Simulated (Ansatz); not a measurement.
## Two structures, one formula

The two ends of one reaction step of BH$_{4}$ClO, singlet (PBE0-D4/def2-TZVP).

A:

B1  (-1.072, -0.460, 0.273)
Cl2  (2.893, 0.769, 0.331)
H3  (-2.175, -0.626, -0.162)
H4  (-0.728, -0.823, 1.357)
H5  (1.661, 0.518, 0.022)
O6  (-0.137, 0.171, -0.477)
H7  (-0.442, 0.451, -1.345)
(Å)

B:

B1  (-0.150, -0.565, 0.375)
Cl2  (1.649, -0.907, 0.181)
H3  (-0.839, -1.331, -0.236)
H4  (-0.454, -0.288, 1.499)
H5  (0.232, 1.509, -0.042)
O6  (-0.368, 0.858, -0.433)
H7  (-0.069, 0.725, -1.343)
(Å)

Ansatz 0.2.0; basis: def2-TZVPP; cores frozen in the correlated methods. B3LYP uses VWN-RPA correlation.

Question: Which structure is lower at CCSD(T), and by how much? (Judge from chemistry; the value comes from the calculation.)

Answer: By the calculation: A, by 11.0 kJ/mol (electronic energy, against the other). By their contacts, A is a complex of BH₃O ([BH2][OH]) + HCl and B is BH₄ClO ([OH2][BH2][Cl]).

Question: Do the other methods give the same order? (Judge from chemistry; the calculation decides.)

Answer: Computed: Not all: SPW92 gives the other order.

```
      method  E(B) − E(A) (kJ/mol)
       SPW92                 -17.2
      PBE-D4                   3.7
     BLYP-D4                  23.8
   r2SCAN-D4                   2.9
      B97M-V                  10.0
     PBE0-D4                   0.8
    B3LYP-D4                  19.6
  r2SCAN0-D4                   0.7
    BHLYP-D4                  17.7
CAM-B3LYP-D4                  17.1
     wB97X-V                   7.8
     wB97M-V                   6.4
      B2PLYP                  18.0
    PBE-QIDH                   0.4
  RPA on PBE                  16.8
          HF                  36.6
         MP2                   5.9
        CCSD                  14.4
     CCSD(T)                  11.0
```

No T1 diagnostic of these runs exceeds 0.012.

Labels in which every atom is bracketed show which atoms are joined, not bond orders.

For scale, one of the runs: CCSD(T)/def2-TZVPP, 160 basis functions, launched by `ansatz run in.yaml --threads 2 --pin off --events-out ev --progress --plain --max-ram 4352MiB`. Hardware: 2 CPU threads of an Arm Neoverse V1, shared host. Wall time 22 s; peak host memory 1.2 GiB.
